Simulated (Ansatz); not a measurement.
Basis-set extrapolation for NaO, SMILES `[O][Na]` radical (PBE0-D4/def2-TZVP geometry, frozen core, Ansatz 0.2.0). Multiplicity 2, UHF reference. For Na the program correlates outer-core shells too, which these sets cover unevenly, so the extrapolated numbers aren't a true limit.

```tsv
	def2-TZVPP	def2-QZVPP
HF	-236.698771	-236.709951
MP2 correlation	-0.367325	-0.412107
CCSD(T) correlation	-0.390853	-0.438039
```

Energies in hartree. Use E(X) = E(∞) + A·exp(−7.88·√X) for Hartree–Fock and E(X) = E(∞) + B·X^(−2.97) for correlation, with X = 3 and 4.

What is the CCSD(T) energy at the basis-set limit?

HF limit: -236.709951 + (-0.011180) × 0.13774 = -236.71149. Correlation limit: -0.438039 + (-0.047186) × 0.74074 = -0.47299. Total: -237.18448 hartree, 249.0 kJ/mol below CCSD(T)/def2-TZVPP.
